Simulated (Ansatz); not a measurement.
CH, SMILES [CH] (connectivity only; charge and spin as stated), charge +1, multiplicity 1.

The structure is a stationary point at B3LYP-D3(BJ)/def2-TZVPD.

Two levels are set side by side: PBE/def2-TZVPD (Ansatz, a program for electronic structure) and ωB97X-V/def2-TZVPD (Ansatz). Energy differences of separate SCF runs at the same geometry; the states with an electron removed or added have multiplicity 2 and 2. Differences are taken from unrounded values.

```json
[
 {"quantity": "vertical ionisation energy (eV)", "ωB97X-V": "23.95"},
 {"quantity": "vertical electron affinity (eV)", "ωB97X-V": "10.78"},
 {"quantity": "vertical singlet–triplet gap (eV)", "ωB97X-V": "1.04"}
]
```

Task: What does PBE give, and how far is it from ωB97X-V? (Estimate from the structure and the level; the computed values follow.)

Result: 
| quantity | PBE | PBE minus ωB97X-V |
|---|---|---|
| vertical ionisation energy (eV) | 23.93 | -0.02 |
| vertical electron affinity (eV) | 11.02 | 0.24 |
| vertical singlet–triplet gap (eV) | 0.77 | -0.28 |
